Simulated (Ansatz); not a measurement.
Input file:

```yaml
crystal:
  periodic: [false, false, false]
  atoms:
    - {symbol: Al, position_ang: [0.000000, 0.105254, 1.439257]}
    - {symbol: Al, position_ang: [0.000000, -0.021961, -1.555532]}
    - {symbol: H, position_ang: [0.000000, -0.783174, 3.050261]}
    - {symbol: H, position_ang: [0.000000, -1.446493, 0.062318]}
basis:
  gaussian: {orbitals: aug-cc-pVDZ}
correlation: {active_space: {ras: {orbitals: [4, 0, 58], electrons: 8, max_holes: 2, max_particles: 2}, fixed_orbitals: true}}
```

```sh
$ ansatz run in.yaml --threads 1 --pin off --events-out ev --progress --plain --max-ram 2393MiB
```

Log:

```
712 factors; integrals over basis functions are off by at most 5.0e-4 eV
mean field evaluation 1: about -13193.9709 eV, gradient 1.0e1 eV
mean field evaluation 2: about -13193.9711 eV, gradient 1.0e1 eV
mean field evaluation 4: about -13194.9480 eV, gradient 1.1e0 eV
mean field evaluation 8: about -13194.9673 eV, gradient 1.6e-3 eV
mean field -13194.96725310 eV, -484.9061026814 hartree, gradient 2.2e-6 eV, S^2 0.000000; 0 other end points of the search recorded, 0 dependent functions left out
reference -13194.96725310 eV, -484.9061026814 hartree; 14, 14 occupied and 58, 58 virtual orbitals, 712 factors
state -13198.97934500 eV, -485.0535443394 hartree
Total energy: -13198.97934500 eV, -485.0535443394 hartree
```

Natural occupations: 1.9598 1.9506 1.9243 1.9108 0.0474 0.0337 0.0324 0.0264 0.0259 0.0178 0.0094 0.0071 0.0071 0.0063 0.0062 0.0057 0.0045 0.0035 0.0034 0.0026 0.0023 0.0023 0.0016 0.0014.

Ran on 1 thread of Arm Neoverse V1, shared host: 2 s wall, 0.17 GiB peak host memory.
